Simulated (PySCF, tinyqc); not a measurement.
Inside a calculation. Method: RKS/PBE in the sto-3g basis, for BH, spin multiplicity 1. The lowest restricted solution is unstable here: a spin-polarised one lies 0.0001 hartree lower (PySCF). One step of it, computed by the program tinyqc.

Question. Iteration 2: building the Kohn-Sham matrix. J_ij = sum D_kl (ij|kl); F = H + J + V_xc; E = tr D H + tr D J / 2 + E_xc + E_nn.

D after iteration 1:
```
            1B 1s      1B 2s    1B 2px    1B 2py     1B 2pz      2H 1s
1B 1s    2.150958  -0.544527  0.000000  0.000000   0.113607  -0.031154
1B 2s   -0.544527   2.057690  0.000000  0.000000  -0.419869  -0.029409
1B 2px   0.000000   0.000000  0.064148  0.000000   0.000000   0.000000
1B 2py   0.000000   0.000000  0.000000  0.064148   0.000000   0.000000
1B 2pz   0.113607  -0.419869  0.000000  0.000000   0.520498   0.579055
2H 1s   -0.031154  -0.029409  0.000000  0.000000   0.579055   1.054204
```

core Hamiltonian H = T + V (hartree):
```
             1B 1s      1B 2s     1B 2px     1B 2py     1B 2pz      2H 1s
1B 1s   -12.657071  -3.277820   0.000000   0.000000  -0.010608  -0.347270
1B 2s    -3.277820  -3.746009   0.000000   0.000000  -0.104015  -0.967942
1B 2px    0.000000   0.000000  -2.928423   0.000000   0.000000   0.000000
1B 2py    0.000000   0.000000   0.000000  -2.928423   0.000000   0.000000
1B 2pz   -0.010608  -0.104015   0.000000   0.000000  -2.995626  -0.991195
2H 1s    -0.347270  -0.967942   0.000000   0.000000  -0.991195  -2.141606
```

Two-electron integrals (ij|kl) in chemists' order, unique and non-zero (hartree):
```
(11|11) 2.923513   (21|11) 0.518376   (21|21) 0.109262   (22|11) 0.744229
(22|21) 0.193177   (22|22) 0.544804   (31|31) 0.020264   (32|31) 0.029996
(32|32) 0.120346   (33|11) 0.742491   (33|21) 0.193240   (33|22) 0.544682
(33|33) 0.586773   (41|41) 0.020264   (42|41) 0.029996   (42|42) 0.120346
(43|43) 0.031630   (44|11) 0.742491   (44|21) 0.193240   (44|22) 0.544682
(44|33) 0.523513   (44|44) 0.586773   (51|51) 0.020264   (52|51) 0.029996
(52|52) 0.120346   (53|53) 0.031630   (54|54) 0.031630   (55|11) 0.742491
(55|21) 0.193240   (55|22) 0.544682   (55|33) 0.523513   (55|44) 0.523513
(55|55) 0.586773   (61|11) 0.053852   (61|21) 0.011315   (61|22) 0.020093
(61|33) 0.020008   (61|44) 0.020008   (61|51) 0.000786   (61|52) 0.001466
(61|55) 0.020274   (61|61) 0.001206   (62|11) 0.156318   (62|21) 0.041358
(62|22) 0.131996   (62|33) 0.128016   (62|44) 0.128016   (62|51) 0.004483
(62|52) 0.029656   (62|55) 0.139819   (62|61) 0.004567   (62|62) 0.048526
(63|31) 0.003730   (63|32) 0.018380   (63|53) 0.005237   (63|63) 0.004676
(64|41) 0.003730   (64|42) 0.018380   (64|54) 0.005237   (64|64) 0.004676
(65|11) 0.158279   (65|21) 0.042370   (65|22) 0.142513   (65|33) 0.135216
(65|44) 0.135216   (65|51) 0.007538   (65|52) 0.046767   (65|55) 0.156941
(65|61) 0.004851   (65|62) 0.060869   (65|65) 0.079468   (66|11) 0.334885
(66|21) 0.090105   (66|22) 0.326540   (66|33) 0.308985   (66|44) 0.308985
(66|51) 0.010276   (66|52) 0.093374   (66|55) 0.361158   (66|61) 0.010031
(66|62) 0.163942   (66|65) 0.221510   (66|66) 0.774606
```

nuclear repulsion = 1.67992765 hartree

V_xc (hartree):
```
            1B 1s      1B 2s     1B 2px     1B 2py     1B 2pz      2H 1s
1B 1s   -1.887059  -0.282022   0.000000   0.000000   0.002597  -0.029481
1B 2s   -0.282022  -0.430367   0.000000   0.000000   0.011551  -0.120308
1B 2px   0.000000   0.000000  -0.410767   0.000000   0.000000   0.000000
1B 2py   0.000000   0.000000   0.000000  -0.410767   0.000000   0.000000
1B 2pz   0.002597   0.011551   0.000000   0.000000  -0.458280  -0.141783
2H 1s   -0.029481  -0.120308   0.000000   0.000000  -0.141783  -0.461284
```

E_xc = sum of w rho eps_xc = -4.35628947 hartree

Give: Coulomb J; Kohn-Sham matrix F; total energy of this density.

Answer.

Coulomb J (hartree):
```
         1B 1s  1B 2s  1B 2px  1B 2py  1B 2pz  2H 1s
1B 1s    8.261  1.660   0.000   0.000  -0.001  0.173
1B 2s    1.660  3.365   0.000   0.000   0.057  0.868
1B 2px   0.000  0.000   3.325   0.000   0.000  0.000
1B 2py   0.000  0.000   0.000   3.325   0.000  0.000
1B 2pz  -0.001  0.057   0.000   0.000   3.433  0.971
2H 1s    0.173  0.868   0.000   0.000   0.971  2.509
```

Kohn-Sham matrix F (hartree):
```
         1B 1s   1B 2s  1B 2px  1B 2py  1B 2pz   2H 1s
1B 1s   -6.283  -1.900   0.000   0.000  -0.009  -0.204
1B 2s   -1.900  -0.811   0.000   0.000  -0.036  -0.220
1B 2px   0.000   0.000  -0.015   0.000   0.000   0.000
1B 2py   0.000   0.000   0.000  -0.015   0.000   0.000
1B 2pz  -0.009  -0.036   0.000   0.000  -0.021  -0.162
2H 1s   -0.204  -0.220   0.000   0.000  -0.162  -0.094
```

total energy of this density = -24.83777 hartree

This density is a damped mixture and is not idempotent, and it still holds part of the atomic start, so its energy may lie below the converged one.
